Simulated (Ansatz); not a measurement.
Prototype screening

Method: Ansatz, DFT r2SCAN, scalar-relativistic, plane waves, PAW. Settings: cutoff 500 eV, Γ-centred meshes no coarser than 0.19 Å⁻¹ for metals and 0.3 Å⁻¹ for insulators (2π included), Gaussian smearing.

Each formula was placed on the sites of the named type and relaxed at zero pressure without lowering the symmetry. No run is spin-polarised. The smearing is 0.1 eV for metals and 0.01 to 0.02 eV otherwise. The zero of energy is the elements' standard structures at the same level; no fitted shifts are applied.

For metals, differences of a few meV/atom aren't resolved.

| formula | started on type | final group | a or a / b (Å) | c (Å) | V (Å³/atom) | E over elements (eV/atom) | gap on mesh (eV) |
| --- | --- | --- | --- | --- | --- | --- | --- |
| Ca | bcc | Im-3m | 4.43 | 4.43 | 43.4 | 0.02 | 0.00 |
| BePd | wurtzite | P6_3/mmc | ? | ? | ? | 0.00 | 0.00 |
| Ca | diamond | Fd-3m | ? | ? | ? | 1.14 | 0.00 |
| Ca | omega | P6/mmm | ? | ? | ? | 0.05 | 0.00 |

(1) Cell and volume of BePd on the wurtzite type?

(2) Cell and volume of Ca on the diamond type?

(3) Cell and volume of Ca on the omega type?

## Answers

(1) a = 3.83 Å, c = 4.48 Å, V = 14.2 Å³/atom

(2) a = 8.66 Å, c = 8.66 Å, V = 81.3 Å³/atom

(3) a = 6.34 Å, c = 3.77 Å, V = 43.8 Å³/atom